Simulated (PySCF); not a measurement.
**Li: ionisation energy**

Li [He] 2s1 (2S) → Li⁺ 1s2 (1S), as a difference of total energies. All numbers are calculated (PySCF 2.14, the spin-free X2C one-electron Hamiltonian (Gaussian nucleus), in x2c-QZVPPall with one added diffuse shell each of s, p type (7s5p2d1f, 39 functions)). Correlated levels: valence and next inner shell: nothing frozen. The calculations carry no spin-orbit coupling.

```
                                method  ionisation energy (eV)  error (eV)
                                   UHF                   5.343      -0.049
    MP2 (valence and next inner shell)                   5.369      -0.023
SCS-MP2 (valence and next inner shell)                   5.364      -0.028
   CCSD (valence and next inner shell)                   5.375      -0.017
CCSD(T) (valence and next inner shell)                   5.376      -0.016
  CCSDT (valence and next inner shell)                   5.376      -0.016
```

Reference: 5.392 eV (measured; NIST Atomic Spectra Database, ionization energies).

Errors of the correlated levels include the incompleteness of this basis.
